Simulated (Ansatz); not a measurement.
# C2H2S (SMILES C=C=S): single points off equilibrium

An exercise on one series of results from a longer session: the logs are not shown, and one member is left open.

Program: Ansatz 0.2.0, Gaussian basis. Level of theory: single points in def2-TZVPP. These are calculated values, not measurements.

Correlated methods freeze the cores.

**The starting structure**

SMILES `C=C=S`, 5 atoms, charge 0, spin multiplicity 1.

Atoms are counted from 1 here; the program's logs count them from 0.

Bond lengths: C1–C2 1.493 Å, C1–H4 0.975 Å, C1–H5 1.089 Å, C2–S3 1.624 Å. Angles: C2–C1–H4 114.7°, C2–C1–H5 118.0°, H4–C1–H5 126.3°, C1–C2–S3 176.0°.

Geometry (Å):

| atom | x (Å) | y (Å) | z (Å) |
| --- | --- | --- | --- |
| C1 | 0.6752 | -0.2289 | 0.2142 |
| C2 | -0.6917 | 0.2825 | -0.1019 |
| S3 | -2.1467 | 0.8418 | -0.5559 |
| H4 | 1.3622 | 0.0161 | -0.4330 |
| H5 | 0.7732 | -0.9668 | 1.0096 |

The first run:

The input, run/in.yaml:

```yaml
crystal:
  periodic: [false, false, false]
  atoms:
    - {symbol: C, position_ang: [0.675200, -0.228900, 0.214200]}
    - {symbol: C, position_ang: [-0.691700, 0.282500, -0.101900]}
    - {symbol: S, position_ang: [-2.146700, 0.841800, -0.555900]}
    - {symbol: H, position_ang: [1.362200, 0.016100, -0.433000]}
    - {symbol: H, position_ang: [0.773200, -0.966800, 1.009600]}
basis:
  gaussian: {orbitals: def2-TZVPP}
correlation: {method: ccsd_t}
output: {forces: true}
```

The command line of these runs was not kept.

Among the steps run: CCSD(T)/def2-TZVPP; PBE0-D4/def2-TZVPP; wB97M-V/def2-TZVPP; r2SCAN-D4/def2-TZVPP; PBE-D4/def2-TZVPP; HSE06-D4/def2-TZVPP; BLYP-D4/def2-TZVPP.

One of the session's tables, all rows but one given; the rest of the session is left out.

| method | RMS force component (eV/Å) | angle to CCSD(T) forces (°) | dipole (D) |
| --- | --- | --- | --- |
| CCSD(T) | 3.031 | reference | 0.65 |
| PBE0-D4 | 3.261 | 3.7 | 0.67 |
| wB97M-V | 3.239 | 3.9 | 0.63 |
| r2SCAN-D4 | ? | ? | ? |
| PBE-D4 | 3.130 | 1.8 | 0.54 |
| HSE06-D4 | 3.255 | 3.6 | 0.66 |
| BLYP-D4 | 3.031 | 1.3 | 0.51 |

Estimate the missing values for r2SCAN-D4.

As computed: RMS force component (eV/Å): 3.165; angle to CCSD(T) forces (°): 2.8; dipole (D): 0.63. In the column «RMS force component (eV/Å)» it lies between PBE-D4 (3.130) and wB97M-V (3.239).
